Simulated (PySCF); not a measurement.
**C₂: from the state search to spectroscopic constants**

The task here is to estimate one member of a computed series from the others.

The runs use PySCF 2.14.0; C def2-TZVPPD, no relativity.

The first run:

Settings of the job:

| Property | Result |
| --- | --- |
| atoms | C, C |
| charge | 0 |
| basis | C def2-TZVPPD |
| Hamiltonian | no relativity |
| basis functions | 74 |
| electrons treated | 12 |
| masses in u | 12.0000, 12.0000 |
| levels | PBE0, PBE, r²SCAN, PBEsol, M06, TPSSh, BLYP, M06-L, CAM-B3LYP, HF, MP2, SCS-MP2, CCSD, CCSD(T) |
| grid | 80 radial by 434 angular points |
| occupations | held fixed by the projection of orbital angular momentum |
| dissociation limit | C + C, each in its ground configuration |
| starting distance in angstrom | 1.420 |
| values of 2S to try | 0, 2, 4 |

Run with:

```console
> OMP_NUM_THREADS=1 python dia.py task.json out
```

Steps of the session up to this table: Input; PBE0 along the bond; Other states along the same grid; PBE; r²SCAN (meta-GGA); PBEsol (GGA); M06 (hybrid meta-GGA); TPSSh (hybrid meta-GGA); BLYP (GGA); M06-L (meta-GGA); CAM-B3LYP (range-separated hybrid); UHF; Correlated methods on the Hartree–Fock reference.

One table of the session follows, with a row left open; its other results are not shown here.

It belongs to the step «Constants by level of theory». Differences from CCSD(T) in the same basis:

```
      level  Re (mÅ)  ωe (%)
        UHF      -33    +9.9
    UHF-MP2       -3    +1.6
UHF-SCS-MP2       -6    +3.0
   UHF-CCSD       -8    +2.6
        PBE       -6    +0.9
     PBEsol       -7    +1.5
       BLYP       -6    +0.1
     r²SCAN      -14    +3.5
      M06-L      -16    +3.5
      TPSSh      -12    +2.4
       PBE0      -18    +4.8
        M06      -19    +3.2
  CAM-B3LYP        ?       ?
```

Estimate the missing values for CAM-B3LYP.

The run gave: Re (mÅ): -24; ωe (%): +6.0. In the column «Re (mÅ)» it lies between UHF (-33) and M06 (-19).
